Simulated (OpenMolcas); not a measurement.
**C2H2FN (fluoroacetonitrile) at 6 levels**

We compute a comparison of 6 runs (HF/STO-3G, HF/3-21G, B3LYP/6-31G*, B3LYP/cc-pVDZ, PBE0/def2-SVP, MP2/cc-pVTZ) of C2H2FN (fluoroacetonitrile). 

The calculation is run with OpenMolcas 26.06.

8 further runs of the same task are left out: 5 that didn't finish, 3 set aside as unsound or not needed.

### 1 Starting point

C2H2FN: 6 atoms, total charge 0, spin state singlet. As SMILES, `N#CCF`. The shape is that of a PBE0-D4/def2-TZVP optimisation.

Bond lengths: N1–C2 1.148 Å, C2–C3 1.461 Å, C3–F4 1.369 Å, C3–H5 1.094 Å, C3–H6 1.094 Å. Angles: N1–C2–C3 178.6°, C2–C3–F4 110.8°, C2–C3–H5 109.3°, C2–C3–H6 109.3°, F4–C3–H5 109.1°, F4–C3–H6 109.1°, H5–C3–H6 109.3°.

### 2 Energy and forces at HF/STO-3G (run 1)

run.input

```
>>> EXPORT MOLCAS_PRINT=2
&GATEWAY
BasLib=$CurrDir
Coord
6
bohr
N     -2.89109200    -2.71723719     0.71450545
C     -1.33282384    -1.25742376     0.32862337
C      0.61718455     0.64364072    -0.12302117
F      2.45607704    -0.28345892    -1.68790337
H      1.47152973     1.18618109     1.67883269
H     -0.24131803     2.30716663    -0.99834231
Basis=STO-3G
Group=NoSym
&SEWARD
&SCF
Thresholds=1e-10 1e-07 1e-07 1e-05
PrOrbitals=1 2
&ALASKA
```

The basis set STO-3G is read from a file made from the Basis Set Exchange's data (not shown).

Run with:

```sh
$ export MOLCAS_MEM=1860
$ pymolcas run.input > run.log
```

The log of the run:

```text
--- Start Module: gateway ---
[...]
--- Stop Module: gateway /rc=_RC_ALL_IS_WELL_ ---
[...]
      Basis functions           22
[...]
--- Start Module: scf ---
[...]
       Convergence after  14 Iterations
[...]
::    Total SCF energy                               -227.7088810105
[...]
      Total spin, S                                     0.0000000000
[...]
      Total electronic charge=   30.000000
      Total            charge=   -0.000000
[...]
      Dipole Moment (debye):
      Origin of the operator (angstrom)=   -0.0105   -0.4239   -0.1695
                   X=  1.2067E+00               Y=  2.3116E+00               Z=  1.9580E-01           Total=  2.6149E+00
      Quadrupole Moment (debye*angstrom):
[...]
--- Stop Module: scf /rc=_RC_ALL_IS_WELL_ ---
--- Start Module: alaska ---
[...]
 *              Molecular gradients               *
 **************************************************
  Irreducible representation: a
 ------------------------------------------------------------------------------------------
                              X                       Y                       Z
 ------------------------------------------------------------------------------------------
  N1                1.44955144377565E-02    1.52983601847030E-02   -2.86741271730584E-03
  C2                1.36993178076885E-02    6.88902708694528E-03   -5.88275940704114E-03
  C3               -1.50316329924766E-02   -1.88641156508824E-02    1.68205617291717E-03
  F4               -1.86985282994101E-02    8.56074329078593E-03    1.55410123477395E-02
  H5                8.46975454775523E-04   -4.67473040577970E-03   -7.22333829879274E-03
  H6                4.68835359169062E-03   -7.20928450579628E-03   -1.24955809752869E-03
 ------------------------------------------------------------------------------------------
--- Stop Module: alaska /rc=_RC_ALL_IS_WELL_ ---
[...]
```

Wall time 1.6 s (1 thread of Arm Neoverse V2, shared host); peak memory 0.37 GiB.

### 3 Energy and gradient at HF/3-21G (run 2)

test.inp

```
&GATEWAY
 BasLib = $CurrDir
 Coord
 6
 bohr
 N     -2.89109200    -2.71723719     0.71450545
 C     -1.33282384    -1.25742376     0.32862337
 C      0.61718455     0.64364072    -0.12302117
 F      2.45607704    -0.28345892    -1.68790337
 H      1.47152973     1.18618109     1.67883269
 H     -0.24131803     2.30716663    -0.99834231
 Basis = 3-21G
 Group = NoSym

&SEWARD

&SCF
 Thresholds = 1e-10 1e-07 1e-07 1e-05
 PrOrbitals = 1 1

&ALASKA
```

The basis set 3-21G is read from a file made from the Basis Set Exchange's data (not shown).

Run with:

```sh
$ export MOLCAS_MEM=1860
$ pymolcas test.inp > test.log
```

The log of the run:

```text
--- Start Module: gateway ---
[...]
--- Stop Module: gateway /rc=_RC_ALL_IS_WELL_ ---
[...]
      Basis functions           40
[...]
--- Start Module: scf ---
[...]
       Convergence after  15 Iterations
[...]
::    Total SCF energy                               -229.4896794256
[...]
      Total spin, S                                     0.0000000000
[...]
      Total electronic charge=   30.000000
      Total            charge=   -0.000000
[...]
      Dipole Moment (debye):
      Origin of the operator (angstrom)=   -0.0105   -0.4239   -0.1695
                   X=  9.0463E-01               Y=  3.0858E+00               Z=  7.1330E-01           Total=  3.2938E+00
      Quadrupole Moment (debye*angstrom):
[...]
--- Stop Module: scf /rc=_RC_ALL_IS_WELL_ ---
--- Start Module: alaska ---
[...]
 *              Molecular gradients               *
 **************************************************
  Irreducible representation: a
 ------------------------------------------------------------------------------------------
                              X                       Y                       Z
 ------------------------------------------------------------------------------------------
  N1               -2.27076802852295E-02   -1.97394498142991E-02    6.26838571033073E-03
  C2                2.45127516749548E-02    1.88456057009478E-02   -7.79903365518009E-03
  C3                1.26889480268568E-02   -1.72143902343302E-02   -1.53507251869982E-02
  F4               -1.69972843629811E-02    8.56084400321500E-03    1.44533883424636E-02
  H5                5.71355309399380E-03    1.86042493848881E-03    8.20024441910139E-03
  H6               -3.21028814762059E-03    7.68696540600011E-03   -5.77225962972094E-03
 ------------------------------------------------------------------------------------------
--- Stop Module: alaska /rc=_RC_ALL_IS_WELL_ ---
[...]
```

Wall time 1.8 s (1 thread of Arm Neoverse V2, shared host); peak memory 0.37 GiB.

Runs 3 to 5 aren't shown in full; the table further down has their settings and results.

### 4 A single-point energy at MP2/cc-pVTZ (run 6)

job.input

```
* C2H2FN MP2

&GATEWAY
 BasLib=$CurrDir
 BasisSet
 N.cc-pVTZ....
 N1 -1.529900 -1.437900 0.378100 angstrom
 End of Basis
 BasisSet
 C.cc-pVTZ....
 C2 -0.705300 -0.665400 0.173900 angstrom
 C3 0.326600 0.340600 -0.065100 angstrom
 End of Basis
 BasisSet
 F.cc-pVTZ....
 F4 1.299700 -0.150000 -0.893200 angstrom
 End of Basis
 BasisSet
 H.cc-pVTZ....
 H5 0.778700 0.627700 0.888400 angstrom
 H6 -0.127700 1.220900 -0.528300 angstrom
 End of Basis

&SEWARD

&SCF
 Thresholds=1e-10 1e-07 1e-07 1e-05
 PrOrbitals=0

&MBPT2
 Frozen=4
```

The basis set cc-pVTZ is read from a file made from the Basis Set Exchange's data (not shown).

Run with:

```sh
$ export MOLCAS_MEM=1860
$ pymolcas job.input > job.log
```

The log of the run:

```text
--- Start Module: gateway ---
[...]
--- Stop Module: gateway /rc=_RC_ALL_IS_WELL_ ---
[...]
      Basis functions          148
[...]
--- Start Module: scf ---
[...]
       Convergence after  15 Iterations
[...]
::    Total SCF energy                               -230.8473952034
[...]
      Total spin, S                                     0.0000000000
[...]
      Total electronic charge=   30.000000
      Total            charge=   -0.000000
[...]
      Dipole Moment (debye):
      Origin of the operator (angstrom)=   -0.0105   -0.4239   -0.1695
                   X=  1.2751E+00               Y=  3.1728E+00               Z=  5.1264E-01           Total=  3.4577E+00
      Quadrupole Moment (debye*angstrom):
[...]
--- Stop Module: scf /rc=_RC_ALL_IS_WELL_ ---
[...]
--- Start Module: mbpt2 ---
[...]
WARNING!
Default frozen orbitals as non valence orbitals is overwritten by user input.
Default values:   4
[...]
       Reference weight ( Cref**2 )         =        0.82738
::    Total MBPT2 energy                             -231.6000002959
[...]
      Total MBPT2 calculations                           1.36      1.48
--- Stop Module: mbpt2 /rc=_RC_ALL_IS_WELL_ ---
[...]
```

Run time: 33 s. Hardware: 1 thread of Arm Neoverse V2, shared host; peak memory 0.93 GiB.

### 5 Overview of the runs

```csv
run,level,Cartesian functions,integration grid,energy (Eh),dipole moment (D) of the reference,HOMO energy (eV),LUMO energy (eV),wall time
1,HF/STO-3G,no,–,-227.708881,2.61,-11.34,8.85,1.6 s
2,HF/3-21G,no,–,-229.489679,3.29,-13.12,4.51,1.8 s
3,B3LYP/6-31G* (Cartesian functions),yes,UltraFine,-231.966306,3.09,-9.33,-0.27,15 s
4,B3LYP/cc-pVDZ,no,UltraFine,-231.982040,3.02,-9.38,-0.35,18 s
5,PBE0/def2-SVP,no,UltraFine,-231.541339,3.13,-9.81,-0.23,17 s
6,MP2/cc-pVTZ,no,–,-231.600000,3.46,-13.15,3.28,33 s
```

### 6 Outcome

```
                                          quantity          value
                               run 6: total energy  -231.60000 Eh
         run 6: dipole moment (mean-field density)         3.46 D
        run 6: HOMO energy (Hartree–Fock orbitals)      -13.15 eV
        run 6: LUMO energy (Hartree–Fock orbitals)        3.28 eV
      run 6: HOMO–LUMO gap (Hartree–Fock orbitals)       16.43 eV
run 6: correlation energy (4 core orbitals frozen)     -752.6 mEh
```

In words: Over runs 1, 2, 3, 4, 5 the dipole moment (its size) runs from 2.61 D (HF/STO-3G) to 3.29 D (HF/3-21G). Over runs 1, 2, 3, 4, 5 the HOMO–LUMO gap runs from 9.04 eV (B3LYP/cc-pVDZ) to 20.20 eV (HF/STO-3G). The two ends differ in method and basis. Totals of different functionals can't be ranked against each other. In run 1 the basis is minimal, so the values are rough. All runs together took 87 s, the longest 33 s.
